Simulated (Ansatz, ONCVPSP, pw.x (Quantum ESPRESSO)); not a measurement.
# Hf: does the ONCV potential hold in the solid?

```
Element                 : hafnium
Generator               : ONCVPSP 4.0.1
Type                    : optimised norm-conserving Vanderbilt (ONCV)
Functional              : LDA (Perdew-Wang 92)
Relativity              : scalar-relativistic
Frozen core             : [Kr] 4d10 4f14
Valence charge          : 12
Reference configuration : 5s2 5p6 5d2 6s1.5 (charge +0.5)
Partial waves           : 5s+6s: rc 1.95 bohr, ncon 4, nbas 8, qcut 7.5 1/bohr, 2 projectors; 5p: rc 2.20 bohr, ncon 5, nbas 8, qcut 6.4 1/bohr, 2 projectors, debl 1.4 Ha; 5d: rc 2.55 bohr, ncon 4, nbas 9, qcut 7.3 1/bohr, 2 projectors, debl 0.3 Ha
Local potential         : polynomial inside 1.65 bohr (lpopt 5, dvloc0 -1 Ha)
Core correction         : Teter function, fcfact 3, rcfact 1.55
```

In the p channel the program set the typed energies aside and used -1.436, 0.250 Ha.

Atomic tests: cutoffs needed: 17 Ha and 20 Ha (the cutoffs (Ha) at which the residual kinetic energy of the hardest occupied pseudo-wave falls to 1 and 0.1 mHa per electron); ghost test: no bound ghost flagged; GHOST(+) flagged for s at 213.8 eV; largest excitation error: -30 meV (all-electron minus pseudo) for 5s2 5p6 5d1 6s0, out of 4 test configurations.

Crystal test: bcc Hf in pw.x 7.5, no spin, 13³ k-points, Fermi–Dirac smearing 0.01 Ry, cutoffs 50/200 Ry. The reference is all-electron LAPW (Ansatz 0.2.0) with the same functional, mesh and smearing; V0 and B0 come from Birch–Murnaghan fits to the pressures at five volumes. Errors are pseudo minus all-electron; Δ is the rms difference of the E(V) curves that follow from these fits, minima aligned, over ±6 % about the mean V0. Mesh and smearing are coarse, so the numbers serve the comparison and aren't converged zero-temperature values; the lattice is a test structure that the element need not adopt.

```
V (Å³/atom)  P all-electron (GPa)  P pseudo (GPa)
     19.524                  5.88            2.38
     20.038                  2.65           -0.50
     20.552                 -0.24           -3.09
     21.066                 -2.84           -5.42
     21.580                 -5.17           -7.53
```

All-electron: a0 = 3.449 Å (V0 = 20.51 Å³/atom), B0 = 110.4 GPa.

Pseudopotential: mean pressure error (GPa): -2.89; a0 (Å): 3.417; a0 error (%): -0.92; B0 error (%): -2.1; Δ (meV/atom): 13.5. This is a poor potential for the solid.

Task: At the middle volume, how do free energy and pressure move when the wave cutoff is lowered (ecutrho kept at four times it)?

Result:

| cutoff (Ry) | shift of F (meV/atom) | shift of P (GPa) |
| --- | --- | --- |
| 22 | +1161.3 | -27.98 |
| 30 | +186.0 | -7.23 |
| 40 | +9.1 | -0.65 |

The run at the middle volume (84 k-points, 8 iterations) took about 4.6 s on one core of a shared host (AMD EPYC 9R45 96-Core Processor, 96 threads, 376 GiB, load 46).
